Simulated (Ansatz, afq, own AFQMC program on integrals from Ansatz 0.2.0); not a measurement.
# Where AFQMC and coupled cluster stand for N, sextet

A free N atom.

Basis cc-pVTZ. Noble-gas cores (and the filled d shells of Ga–Kr and In–Xe) are frozen. Integrals, coupled cluster, full CI and functionals: Ansatz 0.2.0; the random walks run on the same integrals in our own AFQMC program. ph-AFQMC/CISD is guided by a CISD state made of CCSD amplitudes; releasing the constraint for a short imaginary time cuts its bias at the price of noise, slowly where states lie close. ± is one standard error of the sampling.

Determinant: UHF, the one that the program's search chose, which needn't be the lowest solution.

Full CI on the same integrals is exact in this basis and with this determinant's frozen core.

Cautions: another spin lies lower (by 25.18 eV); in this basis the state lies above a state of the ion, a sign that the basis lacks the diffuse functions it needs, so its energy is an artefact of the basis.

* T1 diagnostic: 0.0019
* weight of the determinant in the CISD state: 0.990
* ⟨S²⟩ of the determinant: 8.750
* size of the correlated space: 5 electrons in 29 orbitals

Reference: full CI, correlation energy -1.065 eV. The released energy is read at 2.40 1/Eh (meV from the phaseless value at times in 1/Eh: -0.26 ± 0.12 at 0.24, -0.55 ± 0.10 at 0.51, -0.69 ± 0.12 at 0.99, -1.1 ± 0.4 at 1.62, 0.3 ± 1.0 at 2.40).

```json
{"level": "HF", "E − E(reference) (meV)": "1064.5", "share of correlation (%)": "0.00"}
{"level": "MP2", "E − E(reference) (meV)": "178.8", "share of correlation (%)": "83.20"}
{"level": "CCSD", "E − E(reference) (meV)": "7.5", "share of correlation (%)": "99.30"}
{"level": "CCSD(T)", "E − E(reference) (meV)": "1.2", "share of correlation (%)": "99.89"}
{"level": "CCSDT", "E − E(reference) (meV)": "0.1", "share of correlation (%)": "99.99"}
{"level": "CCSDT(Q)", "E − E(reference) (meV)": "0.0", "share of correlation (%)": "100.00"}
{"level": "CCSDTQ", "E − E(reference) (meV)": "0.0", "share of correlation (%)": "100.00"}
{"level": "ph-AFQMC/CISD", "E − E(reference) (meV)": "0.8 ± 0.1", "share of correlation (%)": "99.93"}
{"level": "released AFQMC", "E − E(reference) (meV)": "1.1 ± 1.0", "share of correlation (%)": "99.90"}
```

CCSDT and higher add their correlation energy to the determinant of the CCSD(T) run, since their own runs factorise the integrals more tightly (a shift of under 2 meV). A walk keeps the symmetry of its determinant, which the program's search chose and which needn't be the lowest solution, so a lower state of the same spin and another symmetry isn't excluded. Released energies are given only where the last usable release times agree within the noise; a slower fall can still hide under it.
